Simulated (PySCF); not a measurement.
acetonitrile: bond dissociation enthalpies at several levels

Structure: `CC#N` (C2H3N). Non-hydrogen atoms are numbered in `[CH3:1][C:2]#[N:3]`.

All levels share the PBE0-D3(BJ)/def2-SVP structures and the PBE0-D3(BJ)/def2-SVP thermal terms; only the single-point energies (PySCF) change. Values are bond dissociation enthalpies (298 K, kJ/mol).

```csv
level,C1–H,time
HF/def2-TZVP,286,1.3 s
r2SCAN-D3(BJ)/def2-TZVP (grid 3),373,11 s
PBE0-D3(BJ)/def2-SV(P),377,1.7 s
BLYP-D3(BJ)/def2-TZVP,378,5.5 s
PBE-D3(BJ)/def2-TZVP,380,5.6 s
HSE06/def2-TZVP,380,7.6 s
PBE0-D3(BJ)/aug-cc-pVDZ,380,3.1 s
PBE0-D3(BJ)/cc-pVDZ,381,1.9 s
M06-L/def2-TZVP (grid 3),381,11 s
OPBE/def2-TZVP,383,6 s
PBE0-D3(BJ)/def2-TZVP,383,–
PBE0-D3(BJ)/ma-def2-TZVP,383,4.4 s
PBE0-D3(BJ)/def2-TZVPD,383,5 s
PBE0-D3(BJ)/def2-SVP,384,1.8 s
PBE0-D3(BJ)/6-31G,384,1.4 s
PBE0-D3(BJ)/aug-cc-pVTZ,384,8.6 s
BHandHLYP/def2-TZVP,384,3.8 s
PBE0-D3(BJ)/cc-pVTZ,384,4.4 s
PBE0-D3(BJ)/def2-QZVP,384,13 s
PBE0-D3(BJ)/def2-TZVPP,384,4.8 s
PBE0-D3(BJ)/ma-def2-SVP,384,2.2 s
PBE0-D3(BJ)/pcseg-2,384,4.5 s
PBE0-D3(BJ)/jun-cc-pV(T+d)Z,384,5.8 s
PBE0-D3(BJ)/6-311+G**,385,2.9 s
PBE0-D3(BJ)/pcseg-1,385,1.9 s
B97-2/def2-TZVP,385,3.7 s
PBE0-D3(BJ)/def2-SVPD,385,2.6 s
"PBE0-D3(BJ)/6-311++G(2d,2p)",385,3.5 s
TPSS-D3(BJ)/def2-TZVP (grid 3),386,11 s
PBE0-D3(BJ)/6-31+G*,386,2.1 s
PBE0-D3(BJ)/aug-pcseg-1,386,3 s
PBE0-D3(BJ)/6-31G*,387,1.7 s
B3LYP-D3(BJ)/def2-TZVP,388,3.9 s
TPSSh-D3(BJ)/def2-TZVP (grid 3),388,9.3 s
LC-ωPBE/def2-TZVP,388,7.1 s
BP86-D3(BJ)/def2-TZVP,390,5.6 s
M06/def2-TZVP (grid 3),391,9.4 s
CAM-B3LYP-D3(BJ)/def2-TZVP,393,4.6 s
ωB97X-D3(BJ)/def2-TZVP,398,4.3 s
ωB97M-D3(BJ)/def2-TZVP (grid 3),400,9.1 s
M06-2X/def2-TZVP (grid 3),402,9.5 s
LDA/def2-TZVP,428,4.6 s
```

Times are wall times for all single points of a level on 1 thread of Intel Xeon 6975P-C, a shared host; the dash marks the run that also made the structures. BLYP, BP86, HSE06, LC-ωPBE, LDA, M06-L, OPBE, PBE, TPSS, r2SCAN ran on a slower path of this set-up, which computes the density-fitting integrals anew in every SCF cycle while the other levels store them. So the times needn't show the usual order of cost, and those levels read slower than they are.

Hartree-Fock leaves out electron correlation, so its bond energies come out too low, often by 100 kJ/mol or more.

The spread: 142 kJ/mol, from 286 to 428.

Note: radicals beside a multiple bond are drawn in one resonance form, and their spin spreads.
